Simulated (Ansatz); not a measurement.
A run for Ansatz (an electronic-structure program): U-wB97M-V/def2-TZVPPD on OH (SMILES [OH]), 2S+1 = 2. Files ending in .json are basis or fitting sets from the Basis Set Exchange.

Ansatz 0.2 input:
```yaml
crystal:
  periodic: [false, false, false]
  atoms:
    - {symbol: O, position_ang: [0.00000000, 0.00000000, 0.00000000]}
    - {symbol: H, position_ang: [0.96889819, 0.00000000, 0.00000000]}
basis:
  gaussian:
    orbitals: def2-TZVPPD.json
hamiltonian:
  xc: {name: wB97M-V}
magnetization: {spin_polarized: true, initial_magnetization: 1}
```

### Question
What total energy does the run end on?

### Answer
-75.7438 hartree.
